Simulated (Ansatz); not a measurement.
## Changing the shape of CO, singlet

Calculated in Ansatz's Gaussian-basis code. Basis cc-pVTZ, nonrelativistic, no frozen core; active space CAS(10,8). Restricted Hartree–Fock, then the lowest state-specific CASSCF solution met for each case. On stretched bonds single-reference methods can fail or change state. Unlike active orbitals can shift such differences by tenths of an eV, at times by over 1 eV.

Case A: bond length 4.5120 Å. A bond is stretched, to 3.18 times the sum of the covalent radii.

Case B: bond length 1.1280 Å.

Case C: bond length 2.0304 Å. A bond is stretched, to 1.43 times the sum of the covalent radii.

Energy less that of case A, in eV:

```csv
case,RHF/ROHF,CASSCF
B,-13.420,-10.884
C,-1.867,-2.046
```

(1) What does SC-NEVPT2 give for these differences?

(2) Which case is lowest, and do the methods agree?

## Answers

(1) B: -11.105 eV (-256.1 kcal/mol); C: -2.508 eV (-57.8 kcal/mol).

(2) B is lowest in SC-NEVPT2. Of the methods shown, RHF/ROHF, CASSCF agree.
